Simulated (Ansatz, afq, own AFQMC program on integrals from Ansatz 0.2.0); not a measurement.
**NH⁻, doublet: a scan with AFQMC**

```xyz
2

N     0.0000    0.0000    0.0000
H     0.0000    0.0000    1.0366
```

The N1–H2 distance is changed with both sides rigid. Energies in kcal/mol count from this geometry (1.037 Å) at the same level; the start stands on UHF, each point on the determinant named.

Basis 6-31++G**. Noble-gas cores (and the filled d shells of Ga–Kr and In–Xe) are frozen. AFQMC by an in-house program on the Cholesky factors that Ansatz 0.2.0 writes for its CCSD(T) run. The CISD trial takes its coefficients from CCSD amplitudes. Released means that phaseless walkers are propagated on without the constraint, phases kept. ± is one standard error of the sampling.

Cautions, each for one point or more: (T) is large; CCSDTQ on the UHF determinant differs, perhaps since the unrestricted series falls towards higher spin; a spin-contaminated unrestricted determinant lies lower; a state of higher spin lies lower; an unrestricted solution with more broken spin lies lower; cluster runs in doubt by the program's own checks; full CI with its own frozen core; strong correlation; unrestricted determinant spin contaminated.

```tsv
r(N1–H2) / Å	det.	T1	weight	⟨S²⟩	CCSD	PBE0	CCSD(T)
0.953	UHF	0.023	0.92	0.78	4.3	4.3	4.4
1.147	UHF	0.025	0.92	0.78	3.3	3.4	3.1
1.399	UHF	0.053	0.87	0.91	24.3	25.1	23.5
1.960	UHF¶	0.083	0.79	1.60	64.9	66.7§	63.4
2.766	ROHF	0.305	0.35	pure	87.6	–	80.3
```

(1) Estimate the curve of full CI, counted from the same start.

## Answers

(1) 
| r(N1–H2) / Å | det. | T1 | weight | ⟨S²⟩ | FCI | ph-AFQMC/CISD | CCSDT(Q) |
| --- | --- | --- | --- | --- | --- | --- | --- |
| 0.953 | UHF | 0.023 | 0.92 | 0.78 | 4.5 | 4.4 ± 0.1 | 4.5 |
| 1.147 | UHF | 0.025 | 0.92 | 0.78 | 3.0 | 3.2 ± 0.1 | 3.0 |
| 1.399 | UHF | 0.053 | 0.87 | 0.91 | 23.1 | 23.4 ± 0.1 | 23.1 |
| 1.960 | UHF¶ | 0.083 | 0.79 | 1.60 | – | 62.0 ± 0.2 | 61.2 |
| 2.766 | ROHF | 0.305 | 0.35 | pure | 81.1 | 86.3 ± 0.1 | 80.3 |

Weight is that of the determinant in the CISD state; at the start T1 is 0.024 and the weight 0.92, and ⟨S²⟩ is 0.78. ¶ marks points with a poor determinant and no full CI, where no value is sure; they don't count among the departures. A dash marks a missing value, a released energy that hasn't settled or a functional that sits on another state. § marks a functional whose ⟨S²⟩ is too high by over 0.1. Largest departures from full CI where it is shown: CCSD(T) -0.9 kcal/mol at 2.766 (on ROHF), ph-AFQMC/CISD 5.2 kcal/mol at 2.766 (on ROHF), CCSDT(Q) -0.8 kcal/mol at 2.766 (on ROHF), CCSD 6.4 kcal/mol at 2.766 (on ROHF), PBE0 2.0 kcal/mol at 1.399. Functionals count only at points shown to share the start's state and spin. In this small basis the wave-function levels are far from their limit, so their gap to the functionals isn't the functionals' error.

CCSDT and higher add their correlation energy to the determinant of the CCSD(T) run, since their own runs factorise the integrals more tightly (a shift of under 2 meV). A walk keeps the symmetry of its determinant, which the program's search chose and which needn't be the lowest solution, so a lower state of the same spin and another symmetry isn't excluded.
